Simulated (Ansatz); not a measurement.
**Zirconium, hcp under PBE: structure, energy and stiffness**

Aim: take zirconium in the hcp structure, relax it, solve it on a dense k-mesh, switch on spin-orbit coupling, then scale the cell to 7 volumes from 88 to 112 % of the relaxed one and try a fit of the equation of state. The k-meshes are 11×11×6 for the relaxation; 18×18×10 for the dense run; 11×11×6 for spin-orbit coupling; 18×18×10 for the volumes. The starting cell is the deposited one, from the Crystallography Open Database.

Method: DFT PBE, plane waves (420 eV) with PAW, scalar-relativistic, in Ansatz 0.2.0.

### 1 Starting point

It takes space group P6_3/mmc (No. 194, hexagonal). Conventional cell: a = 3.232 Å, b = 3.232 Å, c = 5.147 Å, α = 90.00°, β = 90.00°, γ = 120.00°. Around Zr (site symmetry -6m2) lie 12 Zr at 3.18 to 3.23 Å.

Coordinates:

```
CELL_PARAMETERS angstrom
3.23200 0.00000 0.00000
-1.61600 2.79899 0.00000
0.00000 0.00000 5.14700
ATOMIC_POSITIONS crystal
Zr 0.33333 0.66667 0.25000
Zr 0.66667 0.33333 0.75000
```

### 2 Relaxation of the cell

input.yaml

```yaml
crystal:
  lattice:
    - [3.2319982225, 0.0, 0.0]
    - [-1.6159991112, 2.7989925656, 0.0]
    - [0.0, 0.0, 5.147]
  atoms:
    - { symbol: Zr, position: [0.3333333333, 0.6666666667, 0.25] }
    - { symbol: Zr, position: [0.6666666667, 0.3333333333, 0.75] }
hamiltonian:
  xc: pbe
  pseudopotentials:
    kind: paw
    azcp:
      Zr: "pseudopotentials/Zr.paw.azcp"
basis:
  ecutwfc: 420
  fft_grid_basis: typed
kpoints:
  mp_grid: { grid: [11, 11, 6], shift: [0, 0, 0] }
magnetization:
  spin_polarized: false
scf:
  occupations: { method: fermi_dirac, width: 0.1 }
relax:
  max_steps: 60
  f_tol: 0.01
  cell: {}
```

The runs that follow: The energy on a finer k-mesh; A two-component run at the same geometry; At 88 % of the relaxed volume; At 92 % of the relaxed volume; At 96 % of the relaxed volume; At 100 % of the relaxed volume; At 104 % of the relaxed volume; At 108 % of the relaxed volume; At 112 % of the relaxed volume.

**Question.** What will these runs give? Wanted: space group; conventional cell; volume; shortest distance; gap on the mesh; V₀, B₀, B₀′.

The runs gave:

```
                      quantity                                   value
space group (spins left aside)                      P6_3/mmc (No. 194)
             conventional cell  a = 3.232 Å, c = 5.174 Å (c/a = 1.601)
                        volume                          23.402 Å³/atom
             shortest distance                                 3.190 Å
   against the measured volume                 +0.5 % (23.281 Å³/atom)
               gap on the mesh            none (levels filled in part)
                   V₀, B₀, B₀′             23.378 Å³/atom, 94 GPa, 3.3
```

PBE puts the volume 0.5 % above the deposited one. Zero-point motion and any thermal expansion in the deposited cell, which the calculation lacks, would widen the miss. Levels at the Fermi energy are filled in part, as in a metal. The total energy of the spin-orbit run lies -0.85 eV/atom from the scalar one, but the two kinds of run don't share a zero of energy: only differences within one kind count. B₀ comes out at 94 GPa; letting shape and positions relax at each volume could only lower it.
